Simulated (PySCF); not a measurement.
S₃, triplet: computed properties

Method: UPBE/[S def2-TZVP], no relativity, density fitting, PySCF.

The structure is a minimum.

```xyz
3
charge 0 multiplicity 3, angstrom
S     0.0004    0.5680    0.0000
S    -0.0002   -0.2840    1.7750
S    -0.0002   -0.2840   -1.7750
```

```json
{
 "Point group": "C2v",
 "Bond lengths": "S–S 1.969 Å (×2)",
 "Bond angles": "S–S–S 128.7°",
 "Zero-point energy": "7.6 kJ/mol",
 "Principal quadrupole moments (Buckingham, traceless) about the centre of mass": "-2.01, 0.78, 1.23 D Å",
 "Heat capacity Cp at 298.15 K": "50.8 J/(mol K)",
 "Rotational symmetry number": "2",
 "Rotational constants": "1.089, 0.08368, 0.07771 cm⁻¹",
 "Spin squared ⟨S²⟩": "2.006",
 "Lowest empty level (β)": "-5.99 eV",
 "Dipole moment": "0.07 D",
 "Entropy at 298.15 K and 1 bar (electronic part: spin only)": "287.2 J/(mol K)",
 "Atomisation energy without zero-point energy": "671 kJ/mol",
 "Enthalpy at 298.15 K above 0 K": "12.44 kJ/mol",
 "Highest occupied level (α)": "-5.29 eV",
 "Principal polarisabilities": "31.0, 38.9, 122.7 bohr³"
}
```

Harmonic modes (masses in u: S 31.972):
```tsv
symmetry	ω (cm⁻¹)	IR (km/mol)	type
a1	205	0.2	bend
a1	487	0.0	stretch
b2	575	8.2	stretch
```

In C2v the vibrations span 2a1 + b2. Here b1 is antisymmetric to the molecular plane and b2 lies in it.

Charges (e):
```tsv
atom	Mulliken	Löwdin	polar tensor	spin (Mulliken)	Mayer order to S1
S1	0.16	0.10	0.16	0.50	–
S2,3	-0.08	-0.05	-0.08	0.75	1.55
```
Other Mayer orders above 0.3: S–S 0.52.

Mulliken populations on S1: s 5.77, p 9.77, d 0.28, f 0.02.

Other isomers or separated fragments may lie lower. At this level a singlet minimum of C2v symmetry lies 103 kJ/mol below this structure.

The final relaxation and frequency run took 28 s on 4 threads of a shared Intel Xeon Platinum 8259CL @ 2.50GHz (Skylake/Cascade Lake) host, with 111 basis functions and 9 gradients; the process peaked at 0.89 GiB.
